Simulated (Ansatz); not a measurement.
```yaml
crystal:
  periodic: [false, false, false]
  atoms:
    - {symbol: Al, position_ang: [-1.454851, -0.880764, -0.007616]}
    - {symbol: P, position_ang: [1.315264, 0.940752, 0.008065]}
    - {symbol: N, position_ang: [0.139587, -0.059988, -0.000450]}
basis:
  gaussian: {orbitals: def2-TZVP}
magnetization: {spin_polarized: true, initial_magnetization: 1}
hamiltonian: {xc: pbe0}
relax: {f_tol: 0.004, max_steps: 80}
```

```sh
$ ansatz run in.yaml --threads 1 --pin off --events-out ev --progress --plain --max-ram 2176MiB
```

Steps of the relaxation (energy above the last step; positions in Å, forces in eV/Å):

```
3
step 1, 21.8 meV
Al   -1.455   -0.881   -0.008   -0.429   -0.269   -0.002
P     1.315    0.941    0.008   -0.536   -0.521   -0.004
N     0.140   -0.060    0.000    0.965    0.789    0.007
```

```
3
step 2, 12.6 meV
Al   -1.459   -0.885   -0.008   -0.239   -0.173   -0.001
P     1.316    0.938    0.008   -0.259   -0.285   -0.002
N     0.142   -0.053    0.000    0.499    0.458    0.004
```

```
3
step 3, 7.2 meV
Al   -1.465   -0.895   -0.008    0.031   -0.030    0.000
P     1.322    0.934    0.008    0.065   -0.009    0.000
N     0.143   -0.039    0.000   -0.096    0.039    0.000
```

```
3
step 4, 1.3 meV
Al   -1.450   -0.941   -0.008    0.073    0.044    0.000
P     1.364    0.895    0.008   -0.286   -0.194   -0.002
N     0.086    0.046    0.000    0.213    0.150    0.001
```

```
3
step 5, 0.0 meV
Al   -1.444   -0.941   -0.008   -0.008   -0.006    0.000
P     1.361    0.889    0.008    0.012    0.007    0.000
N     0.082    0.052    0.000   -0.004   -0.002    0.000
```

```
3
step 6, 0.0 meV
Al   -1.444   -0.942   -0.008    0.000    0.000    0.000
P     1.362    0.888    0.008    0.000    0.000    0.000
N     0.082    0.053    0.000    0.000    0.000    0.000
```

Close pairs at the end: P2–N3 1.528 Å, Al1–N3 1.822 Å.

A stationary point of unrestricted PBE0 after 6 steps, with ⟨S²⟩ = 0.756 against 0.75 for a pure state; no frequencies were run, so it isn't proven a minimum. 2.5 min on 1 thread of Arm Neoverse V2, shared host.
